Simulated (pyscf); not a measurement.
Single points on ωB97X-D3(BJ)/def2-SVP structures (PySCF, gas phase).

SMILES: [Cl][SnH2][GeH3]
```xyz
8

Cl     0.0283    -0.5237     1.3545
Sn    -0.2273    -1.5655    -0.7456
Ge    -1.2204     0.2561    -2.2505
H      1.3352    -2.0858    -1.1903
H     -1.2540    -2.9001    -0.4717
H     -2.5569     0.7219    -1.6605
H     -1.4549    -0.2930    -3.6665
H     -0.2469     1.4386    -2.3209
```

Problem. How much does it cost (ΔH, 298 K, ωB97M-D3(BJ)/def2-TZVP) to split Cl–SnH₂–GeH₃ at its Cl–Sn bond into Cl• + H₃Ge–SnH₂•?

Solution. Cl–Sn to Cl• + H₃Ge–SnH₂•: 90.7 kcal/mol. The 7 functionals that were run give +88.9 (B3LYP-D3(BJ)) to +96.0 kcal/mol (ωB97X-D3(BJ)). Other isomers of H₃Ge–SnH₂• were not searched in full and may lie lower. Left out: the spin-orbit lowering of Cl. Elements up to Kr have no core potential and no relativistic terms here. Elements past Kr carry the def2 core potentials, without spin-orbit coupling.
